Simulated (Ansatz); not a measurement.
Reaction: C2H4F2 (1,1-difluoroethane, SMILES CC(F)F) → CH3 (SMILES [CH3], doublet) + CHF2 (SMILES F[CH]F, doublet) (the C-C bond breaks)
Each species at its own B3LYP-D3(BJ)/def2-TZVP minimum (Ansatz, a quantum-chemistry and plane-wave program).

Property: bond dissociation energy (electronic), in kcal/mol. Open shells are spin-unrestricted; no spin-orbit coupling. CBS(X,Y): correlation extrapolated as X^-3, Hartree-Fock from the larger set (Q,5: extrapolated as (X+1)exp(-9√X)). A bracket is a step between two methods taken in the basis named. The functionals are non-relativistic, so their misses hold any scalar relativity. Double hybrids freeze cores in their MP2 part. '+ core + X2C': CCSD(T) terms for core correlation (cc-pwCVTZ) and scalar relativity (cc-pVTZ-DK).

CCSD(T)/CBS(cc-pVQZ,cc-pV5Z) + [CCSDT(Q) - CCSD(T)]/cc-pVDZ + core + X2C (Ansatz) gives 102.8 kcal/mol.

**Question.** What does PBE/def2-TZVPD (Ansatz) give here, and how do the other levels compare?

**Answer.** PBE gives 98.5 kcal/mol, 4.3 kcal/mol below it. Differences of the others: r2SCAN/def2-TZVPD (Ansatz) -8.8; B3LYP/def2-TZVPD (Ansatz) -7.7; wB97M-V/def2-TZVPD (Ansatz) 0.3; B2PLYP/def2-TZVPD (Ansatz) -4.6; CCSD(T)/CBS(cc-pVQZ,cc-pV5Z) + core + X2C (Ansatz) 0.1 kcal/mol. Nearer than PBE: wB97M-V/def2-TZVPD, CCSD(T)/CBS(cc-pVQZ,cc-pV5Z) + core + X2C.
